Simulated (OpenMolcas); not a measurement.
**CH4FSi (SMILES C[SiH]F): name the method**

The species is CH4FSi (7 atoms), meant as a doublet with charge 0. SMILES: `C[SiH]F`. Geometry: relaxed at PBE0-D4/def2-TZVP.

```xyz
7

C    -0.6535    0.3895   -0.2980
Si    0.9174   -0.5941   -0.1041
F     0.6407   -1.8128    0.9096
H    -1.4449   -0.2078   -0.7541
H    -0.4702    1.2609   -0.9317
H    -1.0007    0.7383    0.6796
H     2.0113    0.2260    0.4987
```

A calculation with OpenMolcas 26.06 gave:

* total energy: -423.3488 Eh
* dipole moment: 1.39 D
* HOMO energy: -6.23 eV
* LUMO energy: 6.17 eV
* ⟨S²⟩: 0.752
* largest force: 1.842 eV/Å

Q: Which of these levels gave the numbers?
A. HF/STO-3G
B. B3LYP/6-31G* (Cartesian functions)
C. BLYP/aug-cc-pVDZ
D. SVWN5/aug-cc-pVDZ

A: A. The others give -427.6773 Eh (SVWN5/aug-cc-pVDZ), -429.8570 Eh (B3LYP/6-31G* (Cartesian functions)), -429.8286 Eh (BLYP/aug-cc-pVDZ).
